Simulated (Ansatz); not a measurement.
# C3H2 (SMILES C1=CC=1): functionals against CCSD(T) at one geometry

Aim: energy, forces and dipole at a structure displaced at random from a GFN2-xTB minimum, from CCSD(T) and from density functionals.

Computed with Ansatz 0.2.0, Gaussian basis. Level: single points in def2-TZVPP.

Cores are frozen in the correlated methods.

## Step 1: Starting geometry

SMILES `C1=CC=1`, 5 atoms, charge 0, spin multiplicity 1.

Atoms are counted from 1 here; the program's logs count them from 0.

Bond lengths: C1–C2 1.381 Å, C1–C3 1.362 Å, C2–C3 1.281 Å, C2–H4 1.090 Å, C3–H5 1.063 Å. Angles: C2–C1–C3 55.7°, C1–C2–C3 61.4°, C1–C2–H4 153.8°, C3–C2–H4 144.8°, C1–C3–C2 63.0°, C1–C3–H5 150.0°, C2–C3–H5 146.7°.

As a file:

| atom | x (Å) | y (Å) | z (Å) |
| --- | --- | --- | --- |
| C1 | -0.4041 | -0.0740 | 1.1487 |
| C2 | -0.3738 | -0.5134 | -0.1607 |
| C3 | 0.3674 | 0.4771 | 0.1713 |
| H4 | -0.6571 | -1.1805 | -0.9755 |
| H5 | 1.0294 | 1.2407 | -0.1577 |

## Step 2: CCSD(T)/def2-TZVPP

File run/in.yaml:

```yaml
crystal:
  periodic: [false, false, false]
  atoms:
    - {symbol: C, position_ang: [-0.404100, -0.074000, 1.148700]}
    - {symbol: C, position_ang: [-0.373800, -0.513400, -0.160700]}
    - {symbol: C, position_ang: [0.367400, 0.477100, 0.171300]}
    - {symbol: H, position_ang: [-0.657100, -1.180500, -0.975500]}
    - {symbol: H, position_ang: [1.029400, 1.240700, -0.157700]}
basis:
  gaussian: {orbitals: def2-TZVPP}
correlation: {method: ccsd_t}
output: {forces: true}
```

No record of the launch command was kept for these runs.

## Step 3: PBE0-D4/def2-TZVPP

run/in.yaml: that of step 2 with these lines changed.

```diff
@@ -10,3 +10,3 @@
   gaussian: {orbitals: def2-TZVPP}
-correlation: {method: ccsd_t}
-output: {forces: true}
+hamiltonian: {xc: pbe0, dispersion: d4}
+output: {forces: true, orbitals: {seedname: orbitals}}
```

## Step 4: wB97M-V/def2-TZVPP

run/in.yaml: that of step 3 with these lines changed.

```diff
@@ -10,3 +10,3 @@
   gaussian: {orbitals: def2-TZVPP}
-hamiltonian: {xc: pbe0, dispersion: d4}
-output: {forces: true, orbitals: {seedname: orbitals}}
+hamiltonian: {xc: {name: wB97M-V}}
+output: {forces: true}
```

## Step 5: r2SCAN-D4/def2-TZVPP

run/in.yaml: that of step 4 with these lines changed.

```diff
@@ -10,3 +10,3 @@
   gaussian: {orbitals: def2-TZVPP}
-hamiltonian: {xc: {name: wB97M-V}}
+hamiltonian: {xc: r2scan, dispersion: d4}
 output: {forces: true}
```

## Step 6: PBE-D4/def2-TZVPP

run/in.yaml: that of step 5 with these lines changed.

```diff
@@ -10,3 +10,3 @@
   gaussian: {orbitals: def2-TZVPP}
-hamiltonian: {xc: r2scan, dispersion: d4}
+hamiltonian: {xc: pbe, dispersion: d4}
 output: {forces: true}
```

## Step 7: HSE06-D4/def2-TZVPP

run/in.yaml: that of step 6 with these lines changed.

```diff
@@ -10,3 +10,3 @@
   gaussian: {orbitals: def2-TZVPP}
-hamiltonian: {xc: pbe, dispersion: d4}
+hamiltonian: {xc: hse06, dispersion: d4}
 output: {forces: true}
```

## Step 8: r2SCANh-D4/def2-TZVPP

run/in.yaml: that of step 7 with these lines changed.

```diff
@@ -10,3 +10,3 @@
   gaussian: {orbitals: def2-TZVPP}
-hamiltonian: {xc: hse06, dispersion: d4}
+hamiltonian: {xc: {name: r2SCANh}, dispersion: d4}
 output: {forces: true}
```

(Steps that only read results are left out.)

What does the calculation give? Wanted: energy less free atoms, CCSD(T)/def2-TZVPP; RMS force component; RMS force error; HOMO and LUMO, PBE0-D4; T1 diagnostic.

**Answer**, as computed:

| quantity | value |
| --- | --- |
| energy less free atoms, CCSD(T)/def2-TZVPP | -493.8 kcal/mol |
| RMS force component | 1.434 to 1.842 eV/Å over the methods |
| RMS force error | PBE0-D4 0.417, wB97M-V 0.373, r2SCAN-D4 0.341, PBE-D4 0.209, HSE06-D4 0.406, r2SCANh-D4 0.415 eV/Å |
| HOMO and LUMO, PBE0-D4 | -6.62 and -0.75 eV |
| T1 diagnostic | 0.010 |

In words: Against CCSD(T) the functionals' energies less atoms differ by -39.3 to -16.8 kcal/mol, PBE-D4 by -39.3 kcal/mol. The reference is not at the basis limit: in triple zeta CCSD(T) underbinds, which counts against methods that bind more; the gaps are no ranking. For forces PBE-D4 does best and PBE0-D4 worst. Frozen-core CCSD(T) forces in triple zeta carry basis errors of their own, and this is one geometry, so small gaps rank nothing.
